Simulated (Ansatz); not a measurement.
# BSiHO, triplet: vertical spin and charge gaps

Geometry (PBE0/def2-TZVP stationary point for this spin, not checked as a minimum):

```xyz
4

O     0.0000   -0.6768    0.7851
B     0.0000    0.5672    1.0991
Si    0.0000    0.1181   -0.9410
H     0.0000    1.3691    1.9713
```

Basis cc-pVDZ; Ansatz 0.2.0. Correlated methods freeze the noble-gas cores. Prefix R: restricted or restricted open-shell reference; prefix U: unrestricted.

Gaps are energies of the second state less the first, at fixed atoms, for a selection of the levels run; each method lands on the state that its own search finds for that charge and spin.

For open shells CISD is restricted-active-space CI with the open shells as a complete middle space.

Removing an electron, to the quartet: 10.442 eV at UCCSDT(Q).

| level | gap (eV) | error (meV) |
| --- | --- | --- |
| RHF | 9.318 | -1124 |
| UHF | 9.352 | -1090 |
| RMP2 | 10.240 | -202 |
| UMP2 | 10.300 | -142 |
| CISD | 10.123 | -319 |
| RCCSD | 10.409 | -33 |
| UCCSD | 10.400 | -42 |
| RCCSD(T) | 10.440 | -2 |
| UCCSD(T) | 10.440 | -2 |
| BCCD(T) | 10.443 | 1 |
| RCCSDT | 10.441 | -1 |
| UCCSDT | 10.440 | -2 |
| RCCSDT(Q) | 10.442 | 0 |
| PBE | 10.719 | 277 |
| r2SCAN | 10.551 | 109 |
| PBE0 | 10.708 | 266 |
| B3LYP | 10.877 | 435 |
| wB97M-V | 10.873 | 431 |
| B2PLYP | 10.680 | 238 |
| RPA-PBE | 10.674 | 232 |

Quintet less triplet: 4.779 eV at UCCSDT(Q).

```
    level  gap (eV)  error (meV)
      RHF     3.814         -965
      UHF     3.796         -983
     RMP2     4.551         -228
     UMP2     4.620         -159
     CISD     4.469         -310
    RCCSD     4.724          -55
    UCCSD     4.715          -64
 RCCSD(T)     4.770           -9
 UCCSD(T)     4.771           -8
  BCCD(T)     4.774           -5
   RCCSDT     4.775           -4
   UCCSDT     4.774           -5
RCCSDT(Q)     4.778           -1
      PBE     4.895          116
   r2SCAN     4.586         -193
     PBE0     4.784            5
    B3LYP     5.102          323
  wB97M-V     5.261          482
   B2PLYP     5.026          247
  RPA-PBE     4.925          146
```

Problem. PBE gives 7.222 eV for removing an electron, to the doublet. Estimate what UCCSDT(Q) gives in cc-pVDZ.

Solution. UCCSDT(Q) in cc-pVDZ gives 6.967 eV, so against it PBE is off by 0.255 eV, of which a good part can be the reference's own basis and frozen-core error.

| level | gap (eV) | error (meV) |
| --- | --- | --- |
| RMP2 | 6.930 | -37 |
| RCCSD | 6.972 | 5 |
| UCCSD | 6.972 | 5 |
| RCCSD(T) | 6.966 | -1 |
| BCCD(T) | 6.966 | -1 |
| RCCSDT | 6.970 | 3 |
| PBE0 | 7.302 | 335 |
| B3LYP | 7.194 | 227 |
| wB97M-V | 6.967 | 0 |

In so small a basis the reference is far from its limit while semilocal and hybrid functionals are nearer theirs (RPA and double hybrids share part of the reference's basis error), so the functionals' errors here hold much of the reference's basis and frozen-core error, which can add to them or hide them.

Full CI isn't at hand for all of this; UCCSDT(Q) serves as the reference, and is uncertain by the last step of the cluster series or more. The frozen core follows each run's orbitals, which can shift R against U totals by a few meV.
